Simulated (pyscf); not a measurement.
Routes from H₃Ge–O–GeH₃ (SMILES [GeH3][O][GeH3]) + HCl (SMILES Cl)

Candidate steps break at most two bonds and form at most two. Each was searched with GFN2-xTB (tblite) first. Optimised with ωB97X-D3(BJ)/def2-SVP in PySCF. Energies: ωB97M-D3(BJ)/def2-TZVP, kcal/mol, from the separated reactants, singlet surface; ΔG‡ with ideal gas, 1 atm, RRHO with modes under 100 cm⁻¹ raised to 100, one conformer, R ln 2 for chiral ones without a mode under 150 cm⁻¹.

```json
[
 {"products": "Cl–GeH₃ + HO–GeH₃", "type": "four-centre exchange", "ΔE‡": "6.2", "ΔE": "-10.0", "ΔG‡ 298 K": "18.4", "ΔG‡ 900 K": "39.9", "ν‡ (cm⁻¹)": "108i"},
 {"products": "Cl–GeH₂–O–GeH₃ + H₂", "type": "four-centre exchange", "ΔE‡": "32.6", "ΔE": "-16.2", "ΔG‡ 298 K": "42.2", "ΔG‡ 900 K": "62.3", "ν‡ (cm⁻¹)": "914i"}
]
```

Row 1: On the reactant side the descent ends in a complex, 6.9 kcal/mol under the separated species and 12.3 kcal/mol under the saddle at ωB97X-D3(BJ)/def2-TZVP. On the product side the descent ends in a complex, 5.4 kcal/mol under the separated species and 20.6 kcal/mol under the saddle at ωB97X-D3(BJ)/def2-TZVP. 

Plain bond fissions and candidates not yet searched are not listed, and one of them may be faster. Each barrier is that of the saddle found; lower ones may exist. Elements up to Kr have no core potential and no relativistic terms here.
